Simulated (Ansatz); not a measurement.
C2H3F3O (`FCOC(F)F`), 9 atoms. Charge 0, multiplicity 1. All runs use 4 threads of an Arm Neoverse V2 on a shared host. Correlated methods freeze the cores.

How many basis functions does each run have, and how long does it take in Ansatz? RHF-CCSD(T)/def2-TZVPP energy; RKS r2SCANh-D4/def2-TZVPP energy; RKS ωB97M-V/def2-QZVPP energy; RHF-MP2/def2-QZVPP energy; RKS PBE0-D4/def2-SVP energy; RKS r2SCAN0-D4/def2-TZVPP energy; RKS PBE0-D4/def2-QZVPP energy; RKS BHLYP-D4/def2-TZVPP energy; RKS B3LYP-D4/def2-TZVPP energy and forces; RKS PBE0-D4/def2-TZVP relaxation (5 steps); RKS PBE0-D4/def2-TZVP frequencies; RKS ωB97M-V/def2-SVP energy. (Best estimate.)

The calculation gave: Other jobs shared the machine, so times are rough.

```
                    level                   job  functions  wall time  peak host memory (GiB)
     RKS PBE0-D4/def2-SVP                energy         99     0.75 s                    0.19
  RKS BHLYP-D4/def2-TZVPP                energy        228      1.9 s                     0.5
     RKS ωB97M-V/def2-SVP                energy         99      2.6 s                    0.28
  RKS B3LYP-D4/def2-TZVPP     energy and forces        228      2.7 s                    0.54
RKS r2SCAN0-D4/def2-TZVPP                energy        228      3.2 s                     0.5
RKS r2SCANh-D4/def2-TZVPP                energy        228      3.2 s                     0.5
   RKS PBE0-D4/def2-QZVPP                energy        432      4.6 s                     1.3
   RKS ωB97M-V/def2-QZVPP                energy        432       11 s                     1.6
    RKS PBE0-D4/def2-TZVP  relaxation (5 steps)        204       13 s                    0.46
       RHF-MP2/def2-QZVPP                energy        432       13 s                     2.4
    RKS PBE0-D4/def2-TZVP           frequencies        204       84 s                    0.47
   RHF-CCSD(T)/def2-TZVPP                energy        228    2.4 min                     4.6
```

B3LYP here is the variant with VWN-RPA as its local correlation; programs differ in this.
